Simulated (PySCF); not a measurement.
Cartesian coordinates (Å):
```xyz
2

S      0.6728     0.0000     0.0000
H     -0.6728     0.0000     0.0000
```
Charge 0, spin multiplicity 2.

### Question
What is the computed dipole moment, total energy and highest occupied spin orbital (PBE-D3(BJ)/def2-TZVP // PBE0-D3(BJ)/def2-TZVP (PySCF))?

### Answer

* **dipole moment**: 0.181 e·Å
* **total energy**: -398.5778 Ha
* **highest occupied spin orbital**: -6.12 eV
